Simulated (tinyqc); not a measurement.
Worked calculation: CIS on RHF in the sto-3g basis, for H2O, spin multiplicity 1. One step of it, computed by the program tinyqc.

Task: CIS matrix, singlets. A(ia,jb) = (e_a - e_i) d_ij d_ab + 2 (ia|jb) - (ij|ab).

orbital energies (hartree): MO1 -20.223152, MO2 -1.315033, MO3 -0.685570, MO4 -0.447283, MO5 -0.395614, MO6 0.687893, MO7 0.898325

Two-electron integrals over orbitals (pq|rs), unique and non-zero (hartree):
```
p,q,r,s,(pq|rs)
1,1,1,1,4.742532
2,1,1,1,-0.412464
2,1,2,1,0.057297
2,2,1,1,1.003828
2,2,2,1,-0.011888
2,2,2,2,0.737845
3,1,1,1,-0.014375
3,1,2,1,0.001489
3,1,2,2,-0.002052
3,1,3,1,0.011449
3,2,1,1,0.001446
3,2,2,1,-0.001036
3,2,2,2,-0.012147
3,2,3,1,0.018698
3,2,3,2,0.152979
3,3,1,1,0.829070
3,3,2,1,-0.004503
3,3,2,2,0.664622
3,3,3,1,0.000918
3,3,3,2,0.007210
3,3,3,3,0.661964
4,1,1,1,0.179201
4,1,2,1,-0.020858
4,1,2,2,0.017795
4,1,3,1,-0.001077
4,1,3,2,-0.000072
4,1,3,3,0.006616
4,1,4,1,0.029240
4,2,1,1,-0.100597
4,2,2,1,0.009410
4,2,2,2,0.022838
4,2,3,1,0.000099
4,2,3,2,-0.000036
4,2,3,3,0.008598
4,2,4,1,0.020780
4,2,4,2,0.119213
4,3,1,1,-0.014140
4,3,2,1,0.000706
4,3,2,2,-0.003986
4,3,3,1,-0.003745
4,3,3,2,0.012707
4,3,3,3,-0.001756
4,3,4,1,0.000927
4,3,4,2,0.005492
4,3,4,3,0.042640
4,4,1,1,1.045055
4,4,2,1,-0.014999
4,4,2,2,0.688671
4,4,3,1,-0.000087
4,4,3,2,0.002602
4,4,3,3,0.624241
4,4,4,1,-0.013388
4,4,4,2,-0.102924
4,4,4,3,-0.010029
4,4,4,4,0.840103
5,1,5,1,0.026115
5,2,5,1,0.032226
5,2,5,2,0.142501
5,3,5,1,0.001142
5,3,5,2,0.003635
5,3,5,3,0.030942
5,4,5,1,-0.013315
5,4,5,2,-0.044752
5,4,5,3,-0.002251
5,4,5,4,0.058580
5,5,1,1,1.115318
5,5,2,1,-0.011532
5,5,2,2,0.747746
5,5,3,1,-0.000392
5,5,3,2,0.000562
5,5,3,3,0.648396
5,5,4,1,0.004951
5,5,4,2,-0.053879
5,5,4,3,-0.007825
5,5,4,4,0.753378
5,5,5,5,0.880159
6,1,1,1,-0.264420
6,1,2,1,0.039253
6,1,2,2,-0.001620
6,1,3,1,0.003847
6,1,3,2,0.003909
6,1,3,3,-0.000509
6,1,4,1,-0.002432
6,1,4,2,0.018769
6,1,4,3,0.000024
6,1,4,4,-0.019687
6,1,5,5,-0.006734
6,1,6,1,0.034287
6,2,1,1,0.322434
6,2,2,1,-0.007352
6,2,2,2,0.141495
6,2,3,1,0.001945
6,2,3,2,0.009927
6,2,3,3,0.077855
6,2,4,1,0.017923
6,2,4,2,0.019030
6,2,4,3,-0.006435
6,2,4,4,0.106553
6,2,5,5,0.162583
6,2,6,1,0.003860
6,2,6,2,0.101571
6,3,1,1,0.074713
6,3,2,1,-0.001658
6,3,2,2,0.032500
6,3,3,1,0.003190
6,3,3,2,-0.043929
6,3,3,3,0.018426
6,3,4,1,0.000278
6,3,4,2,-0.011945
6,3,4,3,-0.022979
6,3,4,4,0.033994
6,3,5,5,0.039869
6,3,6,1,-0.000463
6,3,6,2,0.021320
6,3,6,3,0.075476
6,4,1,1,0.175011
6,4,2,1,-0.000788
6,4,2,2,0.079168
6,4,3,1,-0.001825
6,4,3,2,-0.013577
6,4,3,3,0.037091
6,4,4,1,0.005096
6,4,4,2,-0.008609
6,4,4,3,-0.000786
6,4,4,4,0.097946
6,4,5,5,0.088806
6,4,6,1,0.001690
6,4,6,2,0.056226
6,4,6,3,0.020430
6,4,6,4,0.049810
6,5,5,1,0.017560
6,5,5,2,0.063678
6,5,5,3,0.006451
6,5,5,4,-0.006396
6,5,6,5,0.041453
6,6,1,1,0.802667
6,6,2,1,-0.006898
6,6,2,2,0.617171
6,6,3,1,0.003111
6,6,3,2,0.035498
6,6,3,3,0.584940
6,6,4,1,0.022042
6,6,4,2,0.062827
6,6,4,3,0.013691
6,6,4,4,0.550017
6,6,5,5,0.590616
6,6,6,1,0.006807
6,6,6,2,0.089827
6,6,6,3,-0.012681
6,6,6,4,0.035930
6,6,6,6,0.607742
7,1,1,1,0.055220
7,1,2,1,-0.008761
7,1,2,2,-0.001318
7,1,3,1,0.016003
7,1,3,2,0.024517
7,1,3,3,0.001810
7,1,4,1,0.000984
7,1,4,2,-0.003003
7,1,4,3,-0.005749
7,1,4,4,0.003681
7,1,5,5,0.001334
7,1,6,1,-0.002781
7,1,6,2,0.002912
7,1,6,3,0.004415
7,1,6,4,-0.002735
7,1,6,6,0.004097
7,1,7,1,0.024620
7,2,1,1,-0.075000
7,2,2,1,0.001414
7,2,2,2,-0.031980
7,2,3,1,0.013262
7,2,3,2,0.030647
7,2,3,3,-0.014684
7,2,4,1,-0.002991
7,2,4,2,0.001568
7,2,4,3,-0.031656
7,2,4,4,-0.027461
7,2,5,5,-0.036658
7,2,6,1,0.003046
7,2,6,2,-0.011314
7,2,6,3,0.032835
7,2,6,4,-0.014266
7,2,6,6,-0.021398
7,2,7,1,0.017617
7,2,7,2,0.060682
7,3,1,1,0.354416
7,3,2,1,-0.007935
7,3,2,2,0.124012
7,3,3,1,-0.000177
7,3,3,2,0.011091
7,3,3,3,0.093502
7,3,4,1,-0.001455
7,3,4,2,-0.067043
7,3,4,3,-0.003488
7,3,4,4,0.169937
7,3,5,5,0.178930
7,3,6,1,-0.007469
7,3,6,2,0.076573
7,3,6,3,0.017631
7,3,6,4,0.054780
7,3,6,6,0.039062
7,3,7,1,0.001449
7,3,7,2,-0.023572
7,3,7,3,0.141937
7,4,1,1,-0.021492
7,4,2,1,0.000283
7,4,2,2,-0.004632
7,4,3,1,-0.009881
7,4,3,2,-0.073090
7,4,3,3,-0.009911
7,4,4,1,-0.001306
7,4,4,2,-0.002370
7,4,4,3,0.013419
7,4,4,4,-0.011377
7,4,5,5,-0.009824
7,4,6,1,-0.003137
7,4,6,2,-0.013030
7,4,6,3,0.034252
7,4,6,4,0.005351
7,4,6,6,-0.024530
7,4,7,1,-0.013588
7,4,7,2,-0.013970
7,4,7,3,-0.013873
7,4,7,4,0.062600
7,5,5,1,-0.003649
7,5,5,2,-0.013499
7,5,5,3,0.022699
7,5,5,4,0.002264
7,5,6,5,-0.003550
7,5,7,5,0.024801
7,6,1,1,0.011377
7,6,2,1,-0.000797
7,6,2,2,-0.006207
7,6,3,1,0.010100
7,6,3,2,0.101047
7,6,3,3,0.013935
7,6,4,1,-0.003397
7,6,4,2,-0.012524
7,6,4,3,0.032832
7,6,4,4,0.014484
7,6,5,5,0.005612
7,6,6,1,0.000162
7,6,6,2,-0.002952
7,6,6,3,-0.060386
7,6,6,4,-0.012567
7,6,6,6,0.034825
7,6,7,1,0.013742
7,6,7,2,-0.011306
7,6,7,3,0.020387
7,6,7,4,-0.049226
7,6,7,6,0.107982
7,7,1,1,0.900204
7,7,2,1,-0.010209
7,7,2,2,0.639682
7,7,3,1,-0.004511
7,7,3,2,-0.040374
7,7,3,3,0.627291
7,7,4,1,0.004608
7,7,4,2,-0.008979
7,7,4,3,-0.014223
7,7,4,4,0.627983
7,7,5,5,0.638149
7,7,6,1,-0.007315
7,7,6,2,0.072458
7,7,6,3,0.043289
7,7,6,4,0.038843
7,7,6,6,0.559960
7,7,7,1,-0.004207
7,7,7,2,-0.013821
7,7,7,3,0.090222
7,7,7,4,0.015636
7,7,7,6,-0.029232
7,7,7,7,0.648034
```

Give: CIS matrix A, singlet.

Result:

CIS matrix A, singlet (hartree):
```
,1>6,1>7,2>6,2>7,3>6,3>7,4>6,4>7,5>6,5>7
1>6,20.1770,-0.0169,0.0146,0.0069,-0.0040,-0.0250,-0.0187,-0.0029,0.0000,0.0000
1>7,-0.0169,20.2705,0.0066,0.0454,-0.0013,0.0074,-0.0021,-0.0318,0.0000,0.0000
2>6,0.0146,0.0066,1.5889,-0.0164,0.0071,0.0521,0.0496,-0.0135,0.0000,0.0000
2>7,0.0069,0.0454,-0.0164,1.6950,-0.0354,-0.0068,-0.0160,-0.0190,0.0000,0.0000
3>6,-0.0040,-0.0013,0.0071,-0.0354,0.9395,0.0213,0.0272,0.0357,0.0000,0.0000
3>7,-0.0250,0.0074,0.0521,-0.0068,0.0213,1.2405,0.0767,-0.0135,0.0000,0.0000
4>6,-0.0187,-0.0021,0.0496,-0.0160,0.0272,0.0767,0.6848,-0.0038,0.0000,0.0000
4>7,-0.0029,-0.0318,-0.0135,-0.0190,0.0357,-0.0135,-0.0038,0.8428,0.0000,0.0000
5>6,0.0000,0.0000,0.0000,0.0000,0.0000,0.0000,0.0000,0.0000,0.5758,-0.0127
5>7,0.0000,0.0000,0.0000,0.0000,0.0000,0.0000,0.0000,0.0000,-0.0127,0.7054
```
